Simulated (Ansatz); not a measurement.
```yaml
crystal:
  periodic: [false, false, false]
  atoms:
    - {symbol: N, position_ang: [-0.469693, 0.742137, 0.960230]}
    - {symbol: C, position_ang: [-0.130121, -0.416135, 0.257177]}
    - {symbol: C, position_ang: [0.289259, -0.444488, -0.994975]}
    - {symbol: F, position_ang: [0.493334, -1.540654, -1.700312]}
    - {symbol: F, position_ang: [0.519220, 0.635833, -1.727323]}
    - {symbol: H, position_ang: [-0.124511, 0.740373, 1.908853]}
    - {symbol: H, position_ang: [-0.186084, 1.590016, 0.491035]}
    - {symbol: H, position_ang: [-0.299203, -1.364083, 0.749515]}
basis:
  gaussian: {orbitals: def2-TZVPD}
magnetization: {spin_polarized: true, initial_magnetization: 4}
hamiltonian: {xc: {name: PBE}, dispersion: d4}
scf: {lower_state_search: light}
output: {forces: true}
```

```sh
$ ansatz run in.yaml --threads 2 --pin off --events-out ev --progress --plain --max-ram 4352MiB
```

Output, abridged:

```
Functional definition: PBE
1074 factors; their error is unknown
mean field evaluation 1: about -9008.4891 eV, gradient 6.0e1 eV
mean field evaluation 2: about -8909.5460 eV, gradient 1.5e2 eV
mean field evaluation 4: about -9027.6373 eV, gradient 1.1e1 eV
mean field evaluation 8: about -9028.3508 eV, gradient 3.2e-1 eV
mean field evaluation 16: about -9028.3161 eV, gradient 4.2e-3 eV
mean field -9028.31609584 eV, -331.7844969096 hartree, gradient 4.0e-5 eV, S^2 6.006470; 4 other end points of the search recorded, 0 dependent functions left out
reference -9028.31614748 eV, -331.7844988075 hartree; 22, 18 occupied and 196, 200 virtual orbitals, 1074 factors
Total energy: -9028.43173299 eV, -331.7887464966 hartree
Atom 0 at    -0.469693     0.742137     0.960230 Å, force    -0.293952     1.094924    -0.304969 eV/Å
Atom 1 at    -0.130121    -0.416135     0.257177 Å, force    -2.718982    -4.035102     7.294678 eV/Å
Atom 2 at     0.289259    -0.444488    -0.994975 Å, force     3.648859     0.301573    -8.445535 eV/Å
Atom 3 at     0.493334    -1.540654    -1.700312 Å, force    -0.344315    -1.085150     0.000113 eV/Å
Atom 4 at     0.519220     0.635833    -1.727323 Å, force     0.163801     1.413764    -0.697216 eV/Å
Atom 5 at    -0.124511     0.740373     1.908853 Å, force     0.550342     0.003658     3.003134 eV/Å
Atom 6 at    -0.186084     1.590016     0.491035 Å, force    -0.617311     2.436765    -1.086399 eV/Å
Atom 7 at    -0.299203    -1.364083     0.749515 Å, force    -0.388442    -0.130432     0.236194 eV/Å
Dipole moment:    -0.187190    -0.240656    -0.108715 e Å
```

(1) Something in this input is off. What?

## Answers

(1) The spin is set far too high for this molecule. The run converged. The result belongs to that input, not to the molecule as meant.
